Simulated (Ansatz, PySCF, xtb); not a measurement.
Homolysis of single bonds, series B NH2-H. Gas-phase values, no solvent. Strings in code marks are SMILES.

Quantity: homolytic bond dissociation enthalpy at 298 K (no spin–orbit term), in kJ/mol. Enthalpy corrections at 298 K come from GFN2-xTB frequencies (xtb).

Level 1: frozen-core MP2/cc-pVTZ // B3LYP-D3(BJ)/def2-TZVP (Ansatz, a quantum-chemistry and plane-wave program)
Level 2: PBE/6-31G* // B3LYP-D3(BJ)/def2-TZVP (PySCF)
Level 3: frozen-core MP2/6-31G* // B3LYP-D3(BJ)/def2-TZVP (PySCF)
Level 4: HF/cc-pVTZ // B3LYP-D3(BJ)/def2-TZVP (Ansatz)

| species | level 1 | level 2 | level 3 | level 4 |
|---|---|---|---|---|
| N–B bond of `NBN`, giving `[BH]N` and `[NH2]` | 551.5 | 534.2 | 534.4 | 405.4 |
| N–B bond of `NB(N)N`, giving `N[B]N` and `[NH2]` | 530.9 | 502.2 | 511.4 | 387.8 |
| B–N bond of `BN`, giving `[BH2]` and `[NH2]` | 606.3 | 604.5 | 593.3 | 447.3 |
